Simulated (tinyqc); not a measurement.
The integration grid: Kohn-Sham PBE on finer and finer grids in the sto-6g basis, for LiH, spin multiplicity 1. Computed by the program tinyqc with PySCF. Command: `OMP_NUM_THREADS=1 python tinyqc.py 113561 113562 out.jsonl`; one thread of a shared host (Intel(R) Xeon(R) Processor @ 2.60GHz), about 4 s.

Geometry (angstrom):
```
atom       x       y       z
Li    0.0000  0.0000  0.0000
H     0.0000  0.0000  2.2510
```

Self-consistent on each grid; the net force on the molecule should vanish.

Kohn-Sham energy on Becke grids (radial x angular points per atom):
```
grid       points  residual of the electron count  E (hartree)  E - finest (mhartree)  largest net force without grid terms (hartree/bohr)
10 x 14       276                       -4.88e-02     -7.95402               12.78373                                             6.90e-03
15 x 26       773                       -1.85e-02     -7.96336                3.44691                                             3.48e-03
20 x 50      1990                       -7.19e-04     -7.96637                0.43435                                             4.93e-04
30 x 86      5145                        9.76e-05     -7.96680                0.00169                                             5.40e-05
50 x 194    19374                       -2.92e-06     -7.96680                0.00094                                             9.11e-06
75 x 302    45237                        5.43e-07     -7.96680               -0.00014                                             1.11e-07
120 x 590  141465                       -5.89e-08     -7.96680                0.00000                                             1.38e-07
```

The energy is within 0.1 mhartree of the finest grid first at 30 x 86. The error has both signs, since quadrature is not variational. The electron count and the net force are cheap signs of a poor grid.
